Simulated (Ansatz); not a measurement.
Conformers of C2H3F3, SMILES `FCC(F)F`, each relaxed with PBE0-D4/def2-TZVP in Ansatz. CBS adds the triple-zeta coupled-cluster correction to the MP2 limit.

Not all of them had a frequency check.

Conformer A:

```xyz
8

F     1.155   -1.292    0.390
C     0.536   -0.370   -0.416
C    -0.476    0.400    0.396
F    -1.502   -0.404    0.754
F    -0.976    1.394   -0.380
H     0.029   -0.886   -1.236
H     1.285    0.320   -0.812
H    -0.052    0.838    1.305
```

Conformer B:

Cartesian coordinates in Å:
```
F -0.323 0.559 -1.626
C 0.011 -0.371 -0.680
C 0.021 0.246 0.695
F 0.912 1.262 0.756
F -1.197 0.750 1.000
H 1.008 -0.765 -0.901
H -0.720 -1.184 -0.701
H 0.289 -0.497 1.456
```

**Question.** Which is lowest in electronic energy at CCSD(T)/CBS (frozen core, def2 sets), and by how much? (An estimate is asked.)

**Answer.** Ansatz gave: A; B lies 5.4 kJ/mol higher.

**Question.** Give the energies relative to A (kJ/mol) with B3LYP-D4/def2-TZVPP, ωB97M-V/def2-TZVPP, MP2/def2-TZVPP, HF/def2-QZVPP, MP2/def2-QZVPP, SCS-MP2/def2-QZVPP, MP2/CBS(def2). (An estimate is asked.)

**Answer.** Ansatz gave: 
```json
{"level": "B3LYP-D4/def2-TZVPP", "B": "5.2"}
{"level": "ωB97M-V/def2-TZVPP", "B": "5.1"}
{"level": "MP2/def2-TZVPP", "B": "5.4"}
{"level": "HF/def2-QZVPP", "B": "5.7"}
{"level": "MP2/def2-QZVPP", "B": "5.2"}
{"level": "SCS-MP2/def2-QZVPP", "B": "5.4"}
{"level": "MP2/CBS(def2)", "B": "5.3"}
```

B3LYP here is the variant with VWN-RPA as its local correlation; programs differ in this.
